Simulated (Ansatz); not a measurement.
Results of revPBE in Ansatz (PAW) for trigonal Te.

Settings: plane-wave cutoff 520 eV, 12×12×6 k mesh (along the axes of the cell as run), Fermi–Dirac smearing 0.01 eV, scalar-relativistic PAW data made under PBE.

Properties against volume:

Shape and atoms are relaxed at each volume.

| V (Å³/atom) | P (GPa) | direct gap at Γ (eV) | smallest gap on the k mesh (eV) | c (Å) |
|---|---|---|---|---|
| 36.700 | 0.34 | 1.713 | 0.399 | 5.934 |
| 37.464 | 0.15 | 1.683 | 0.454 | 5.925 |
| 38.229 | 0.01 | 1.666 | 0.499 | 5.914 |
| 38.994 | -0.09 | 1.658 | 0.545 | 5.904 |
| 39.758 | -0.15 | 1.661 | 0.594 | 5.892 |

The fundamental gap (0.48 eV at the equilibrium volume, with added k points) lies elsewhere than Γ–Γ.

Measured, for comparison: band gap 0.33 eV (temperature not stated, not corrected to a static lattice, compiled measured gap; kind and temperature not stated; as tabulated in Kothakonda et al. (2022), arXiv:2208.02841).

Note: for a layered or molecular solid the relaxed cell lies over 5 % above the published volume, where the minimum can be shallow; the cell comes from a level without a dispersion term, which matters for the spacing of layers, chains or molecules; the bulk modulus comes from volumes at which shape and atoms were relaxed.

Spin–orbit coupling is not included; with these elements it can move the gap by several tenths of an eV or more.

Ansatz is a program for electronic structure.
